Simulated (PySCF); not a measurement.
Bonds broken one at a time in the series Al CH3-OH. Isolated molecules, 0 K electronic values unless said otherwise. One relaxed conformer stands for each flexible species; it need not be the lowest. Strings in code marks are SMILES.

The dipole moment from two functionals at the same geometries (r2SCAN-D4/def2-TZVP), both in PySCF: PBE-D3(BJ)/def2-TZVP and r2SCAN-D4/def2-TZVP. 

```csv
species,PBE-D3(BJ)/def2-TZVP (D),r2SCAN-D4/def2-TZVP (D)
whole molecule (`[CH3][Al]([CH3])[CH3]`),0.00,0.00
radical fragment (`[CH3]`),0.00,0.00
radical fragment (`[CH3][Al][CH3]`),0.48,0.43
radical fragment (`[OH]`),1.73,1.76
```

Over these rows, drawn at random from the members with no instability flagged (it was tested for open shells, ions and some series alone), PBE minus r2SCAN-D4: mean 0.00 D, from -0.03 D to +0.05 D.
